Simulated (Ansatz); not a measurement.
Compare A (`CC(O)=S`) with its isomer B (`C=C(O)S`).

Calculated with Ansatz (gas phase, PBE0-D4/def2-TZVP geometries, no zero-point term in ΔE). CCSD(T)/CBS is the MP2 limit (def2-TZVPP, def2-QZVPP) plus CCSD(T) − MP2 in def2-TZVPP, frozen cores. Functionals use def2-TZVPP. B3LYP here is the variant with VWN-RPA as its local correlation; programs differ in this. One conformer a species, not always the lowest.

Q: Which is lower in electronic energy at CCSD(T)/CBS, and by how much? (Best estimate.)

A: The calculation gave: A, by 17.1 kcal/mol.

Q: Give E(B) − E(A) in kcal/mol with PBE0-D4, B3LYP-D4, B2PLYP, r2SCAN-D4, BLYP-D4, PBE-D4, MP2/def2-TZVPP. (An estimate is asked.)

A: The calculation gave: PBE0-D4 17.9, B3LYP-D4 17.4, B2PLYP 18.4, r2SCAN-D4 18.8, BLYP-D4 17.5, PBE-D4 18.0, MP2/def2-TZVPP 18.6. None reverses the order clearly.

Q: Does the order hold for the free energy at 298.15 K (harmonic terms from PBE0-D4)? (Estimate.)

A: Computed: Yes: G(B) − G(A) = +15.2 kcal/mol, for one conformer each.

Largest T1 diagnostic: 0.017.

At CCSD(T), def2-SVP lies +2.6 kcal/mol from the extrapolated value and def2-TZVPP +0.4 kcal/mol. Leaving LDA and LC-ωPBE aside and taking each functional with its dispersion term where it has one, the values, not all of them listed here, spread over 1.6 kcal/mol, from CAM-B3LYP-D4 to B97M-V.
